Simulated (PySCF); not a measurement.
Level of theory: PySCF, PBE, basis S def2-TZVP, N def2-TZVP, F def2-TZVP (no relativity, density fitting). Open shells, if any, are unrestricted.

Q: What shape and geometry does isolated singlet FSN take (every ligand bound to S)?

A: Counting electrons, sulfur keeps 2 of its valence electrons outside its bonds, so the VSEPR class is AX2E1 and the expected shape is bent; with unlike ligands the computed point group is Cs. The lowest minimum found is a singlet of Cs symmetry with S–F 1.693 Å, S–N 1.455 Å; F–S–N 117.2°. Its harmonic wavenumbers are 351 (a'), 617 (a'), 1368 (a') cm⁻¹ and its dipole moment is 1.84 D.

Other isomers or separated fragments may lie lower.
